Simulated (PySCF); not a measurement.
Vertical excitation energies

Compound: C3H2FPS.
SMILES: `Fc1scpc1`

Computed, not measured: TDDFT CAM-B3LYP/def2-SVPD, vertical, gas phase, core orbitals frozen in the response in PySCF 2.14.0, density-fitted response routines. Geometry: GFN2-xTB; no solvent, vibrations or thermal averaging.

| state | E (eV) | λ (nm) | f | \|μ\| (D) | symmetry | main configurations (H = HOMO, L = LUMO) |
| --- | --- | --- | --- | --- | --- | --- |
| S1 | 4.94 | 250.9 | 0.086 | 2.14 | A′ | H→L (93%) |
| S2 | 5.36 | 231.2 | 0.059 | 1.71 | A′ | H-1→L (82%), H→L+2 (15%) |
| S3 | 5.44 | 227.7 | 0.0070 | 0.58 | A″ | H→L+1 (57%), H-2→L (36%) |
| S4 | 5.51 | 225.1 | 0.0027 | 0.36 | A″ | H-2→L (62%), H→L+1 (33%) |
| S5 | 6.21 | 199.5 | 0.0012 | 0.22 | – | H-1→L+1 (88%) |
| S6 | 6.42 | 193.0 | 0.180 | 2.72 | A′ | H→L+2 (77%), H-1→L (12%) |
| S7 | 6.59 | 188.2 | 0.0019 | 0.28 | – | H→L+3 (86%), H→L+4 (8%) |
| S8 | 7.02 | 176.6 | 0.0082 | 0.55 | A″ | H→L+5 (64%), H→L+4 (19%) |

Triplets, Tamm–Dancoff:

```tsv
state	E (eV)	λ (nm)	main configurations (H = HOMO, L = LUMO)
T1	2.94	421.3	H→L (95%)
T2	4.29	289.0	H-1→L (85%), H-1→L+2 (8%)
T3	4.58	270.8	H-2→L (91%)
```

The lowest singlet lies at 4.94 eV (251 nm, ultraviolet) and is of moderate strength; its leading configuration is HOMO→LUMO (93%). The strongest level in the table is S6 at 6.42 eV (193 nm, f = 0.180). Löwdin shares by element: HOMO carbon 43% or more, phosphorus 28%, sulfur 14%; LUMO carbon 35% or more, phosphorus 32%, sulfur 21%. The oscillator strengths of these states sum to 0.346; summed over the whole spectrum of an exact calculation they would give the number of electrons, 60 (Thomas–Reiche–Kuhn). Of the 8 states listed, 3 reach f = 0.01 and none stays under 0.0005. The listed states span 2.08 eV, and the widest gap between neighbours is 0.71 eV (S4 to S5). No computed singlet lies in the visible range (380 to 750 nm); the lowest, at 251 nm, stands 1.68 eV above its violet end (3.26 eV); a Tamm–Dancoff triplet lies at 421 nm, without intensity as long as spin–orbit coupling is left out. Symmetry labels in Cs follow from the direction of the transition dipole and are given only for states with f of 0.002 or more. Singlets were solved by full linear response, triplets in the Tamm–Dancoff approximation.
